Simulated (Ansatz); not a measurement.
Errors in the atomisation enthalpy at 298 K

8 molecules with open shells; the atomisation enthalpy at 298 K in kJ/mol, computed less measured. Shapes, held fixed at every level: PBE0-D4/def2-TZVP. Flexible molecules stand in one conformer, not always the lowest. Thermal terms are harmonic and unscaled (PBE0-D4/def2-TZVP); the spin-orbit lowering of the free atoms is taken from their spectra. Programs: Ansatz 0.2.0. Measured values: Active Thermochemical Tables.

Levels: A = r2SCAN0-D4/def2-TZVPP; B = B2PLYP/def2-TZVPP; C = CCSD(T)/def2-SVP; D = CCSD(T)/CBS estimate.

```json
{"molecule": "N2H (dinitrogen monohydride)", "from tabulated heats": "913", "A": "-57", "B": "+7", "C": "-101", "D": "-7"}
{"molecule": "C2HO (ethynyloxy radical)", "from tabulated heats": "1723", "A": "-28", "B": "+1", "C": "-93", "D": "-13"}
{"molecule": "CH3 (SMILES [CH3])", "from tabulated heats": "1224", "A": "+7", "B": "-5", "C": "-52", "D": "-1"}
{"molecule": "CH3O (hydroxymethyl radical)", "from tabulated heats": "1636", "A": "-20", "B": "-13", "C": "-100", "D": "-1"}
{"molecule": "N2H3 (hydrazinyl radical)", "from tabulated heats": "1374", "A": "-42", "B": "+1", "C": "-145", "D": "-1"}
{"molecule": "C2H3O (SMILES C[C]=O)", "from tabulated heats": "2347", "A": "-36", "B": "-12", "C": "-107", "D": "-8"}
{"molecule": "C3H3 (cyclopropenyl radical)", "from tabulated heats": "2318", "A": "-7", "B": "-13", "C": "-100", "D": "-11"}
{"molecule": "C2H5O (ethoxy radical)", "from tabulated heats": "2784", "A": "-14", "B": "-20", "C": "-128", "D": "-4"}
```

(1) Sum up the errors.

## Answers

(1) 
```tsv
level	kind	mean error	mean absolute error	worst case
r2SCAN0-D4/def2-TZVPP	global hybrid	-24.6	26.4	N2H
B2PLYP/def2-TZVPP	double hybrid	-6.8	9.0	C2H5O
CCSD(T)/def2-SVP	coupled cluster or CI	-103.2	103.2	N2H3
CCSD(T)/CBS estimate	coupled cluster or CI	-5.8	5.8	C2HO
```

On this set CCSD(T)/CBS estimate has the smallest mean absolute error and CCSD(T)/def2-SVP the largest. r2SCAN0-D4/def2-TZVPP is too low in 7 of 8; CCSD(T)/def2-SVP is too low in 8 of 8; CCSD(T)/CBS estimate is too low in 8 of 8. Heats of the atoms come from ATcT where it has them. The levels differ in basis as well as in method. Correlated wave functions converge slowly with the basis. T1 is large for N2H (0.040), so single-reference values are less sure there. Spin contamination: N2H (⟨S²⟩ up to 0.85), C2HO (⟨S²⟩ up to 0.81). Open shells run unrestricted. The CBS estimate extrapolates MP2 from def2-TZVPP and def2-QZVPP and adds CCSD(T) − MP2 in the triple-zeta set, cores frozen. The set is small.
